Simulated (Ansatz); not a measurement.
Species: CS, net charge 0, singlet state. 
Structure (B3LYP-D3(BJ)/def2-TZVP (Ansatz, a quantum-chemistry and plane-wave program) minimum search):
```xyz
2

C      0.0000     0.0000    -1.1142
S      0.0000     0.0000     0.4178
```

Parts of the frozen-core correlation energy in 6-31G (Ansatz, hartree). Frozen orbitals: 6; correlated occupied orbitals by spin: 5 and 5; virtual: 11 and 11. Spin-orbit coupling is left out. No relativistic terms.

| term | value |
|---|---|
| reference (HF) | -435.23895 |
| MP2 opposite-spin | (withheld) |
| MP2 same-spin | (withheld) |
| CCSD correlation | (withheld) |
| (T) | -0.00872 |
| FCI minus CCSD(T) | -0.00127 |
| T1 diagnostic | 0.030 |
| largest doubles amplitude | 0.103 |

### Question
What belongs in the gaps?

### Answer

- MP2 opposite-spin, value: -0.10789
- MP2 same-spin, value: -0.03933
- CCSD correlation, value: -0.15259
